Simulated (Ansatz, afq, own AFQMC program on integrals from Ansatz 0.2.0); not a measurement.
**Where AFQMC and coupled cluster stand for GeH₄Cl, doublet**

```yaml
atoms:
  - { symbol: Cl, position_ang: [-2.1978, 0.0000, 0.0000] }
  - { symbol: H, position_ang: [-0.6848, 0.0000, 0.0000] }
  - { symbol: Ge, position_ang: [1.0202, 0.0000, 0.0000] }
  - { symbol: H, position_ang: [1.4889, -1.4659, 0.0000] }
  - { symbol: H, position_ang: [1.4889, 0.7330, -1.2695] }
  - { symbol: H, position_ang: [1.4889, 0.7330, 1.2695] }
```

Connectivity, by distances: Cl ··· GeH3, 1 bridging H.

Basis cc-pVTZ. Only valence electrons are correlated. Integrals, coupled cluster, full CI and functionals: Ansatz 0.2.0; the random walks run on the same integrals in our own AFQMC program. The CISD trial takes its coefficients from CCSD amplitudes. Released means that phaseless walkers are propagated on without the constraint, phases kept. Error bars are statistical, one sigma. No spin–orbit coupling.

Determinant: UHF, the one that the program's search chose, which needn't be the lowest solution. The geometry is a point of a scan.

No full CI on the walks' own integrals is used here. The released AFQMC energy serves as the reference, which it does only where one determinant dominates, the energy is flat over the last release times and near the phaseless one (40 meV or 2 meV an electron, half that with transition metals). On small molecules, where full CI could be run and the noise was under 10 meV, such values lay within 10 meV of it in 19 cases of 20, a flattering rate, since the rule was set on those same cases; what remains of the bias isn't in the error bar.

Cautions: no relativity below Rb; no spin-orbit coupling; inner d shell frozen; the ph-AFQMC/CISD walk drifts between its halves (2.8 errors); the released value is read at 0.99 1/Eh, later times being too noisy (meV from the phaseless value at times in 1/Eh: -9 ± 10 at 0.24, -11 ± 8 at 0.51, -4 ± 7 at 0.99, -12 ± 10 at 1.50).

```
T1 diagnostic                               : 0.0134
weight of the determinant in the CISD state : 0.848
⟨S²⟩ of the determinant                     : 0.778
size of the correlated space                : 15 electrons in 114 orbitals
```

Reference: AFQMC with the constraint released, correlation energy -10.436 ± 0.007 eV.

```tsv
level	E − E(reference) (kJ/mol)	share of correlation (%)
HF	1006.9 ± 0.7	0.00
MP2	154.2 ± 0.7	84.69
CCSD	36.0 ± 0.7	96.43
CCSD(T)	2.8 ± 0.7	99.73
ph-AFQMC/HF	7.7 ± 3.0	99.24
ph-AFQMC/CISD	0.4 ± 0.8	99.96
```

A walk keeps the symmetry of its determinant, which the program's search chose and which needn't be the lowest solution, so a lower state of the same spin and another symmetry isn't excluded. Released energies are given only where the last usable release times agree within the noise; a slower fall can still hide under it.
